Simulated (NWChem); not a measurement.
Correlation energy of NO (+1)

```
N
O 1 1.0599
```
Charge +1, spin multiplicity 1.

Everything below was run with NWChem. All single points use one geometry, from PBE0/def2-SVP, a minimum by its harmonic frequencies.

Basis set: cc-pVDZ. Each correlation energy counts from its own Hartree-Fock reference.

```csv
method,correlation energy (mHa),difference from CCSD(T)
CCSD(T),-346.7,0.0
CCSD,-333.9,+12.8
SCS-MP2,-325.0,+21.7
RI-MP2,-336.1,+10.6
CCSD+T(CCSD),-348.3,-1.6
MP2,-336.0,+10.7
CR-CCSD[T],-345.4,+1.3
CCSDT,-346.9,-0.2
CR-CCSD(T),-344.2,+2.5
```

The values span 23.3 mHa, from CCSD+T(CCSD) (lowest) to SCS-MP2 (highest). 

The correlated methods keep 2 core orbitals frozen. The structure started from a generated list of species. Differences from the coupled-cluster row are differences between methods, not errors against experiment.
